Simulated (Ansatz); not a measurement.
# C2F3N: the cost of one run

Method: the levels named in each step, in Ansatz 0.2.0.

## 1. The starting structure

Bond lengths: N1–C2 1.138 Å, C2–C3 1.477 Å, C3–F4 1.336 Å, C3–F5 1.336 Å, C3–F6 1.335 Å. Angles: N1–C2–C3 179.8°, C2–C3–F4 111.2°, C2–C3–F5 111.2°, C2–C3–F6 111.0°, F4–C3–F5 107.7°, F4–C3–F6 107.7°, F5–C3–F6 107.8°.

As a file:

```xyz
6

N     2.3321    0.0252    0.0236
C     1.1938    0.0158    0.0114
C    -0.2832   -0.0023   -0.0030
F    -0.7474   -0.9936   -0.7688
F    -0.7760   -0.1737    1.2266
F    -0.7716    1.1445   -0.4814
```

## 2. A rough first relaxation, PBE-D4/def2-SVP

This run stands in another session on the same molecule. It ended at:

```xyz
6

N     2.3544    0.0249    0.0239
C     1.1861    0.0146    0.0116
C    -0.3028   -0.0020   -0.0033
F    -0.7444   -1.0054   -0.7781
F    -0.7739   -0.1754    1.2417
F    -0.7718    1.1590   -0.4873
```

## 3. Relaxation, PBE0-D4/def2-TZVPP

This run stands in another session on the same molecule. It ended at:

```xyz
6

N     2.3288    0.0258    0.0234
C     1.1828    0.0136    0.0118
C    -0.2985   -0.0022   -0.0032
F    -0.7369   -0.9926   -0.7684
F    -0.7659   -0.1731    1.2260
F    -0.7627    1.1444   -0.4811
```

## 4. Frequencies, PBE0-D4/def2-TZVPP

Input file input.yaml:

```yaml
crystal:
  periodic: [false, false, false]
  atoms:
    - { symbol: "N", position_ang: [2.32880346, 0.02582154, 0.02336587] }
    - { symbol: C, position_ang: [1.18281786, 0.01360084, 0.01177145] }
    - { symbol: C, position_ang: [-0.29850521, -0.00223903, -0.00320724] }
    - { symbol: F, position_ang: [-0.73692325, -0.9926383, -0.76835962] }
    - { symbol: F, position_ang: [-0.76585604, -0.17310191, 1.22599939] }
    - { symbol: F, position_ang: [-0.76269682, 1.14436687, -0.48110985] }
basis:
  gaussian: { orbitals: def2-TZVPP }
hamiltonian:
  xc: pbe0
  dispersion: d4
phonons: {}
```

Command:

```
ansatz run input.yaml --threads 4 --pin off --max-ram 10240MiB --backend cpu --events-out ev --progress --plain --runs-dir out
```

Q: Estimate wall time and peak memory on 4 threads of Intel Xeon at 2.50GHz (Skylake/Cascade Lake), shared host.

About 5.1 min, with a peak of 0.4 GiB.
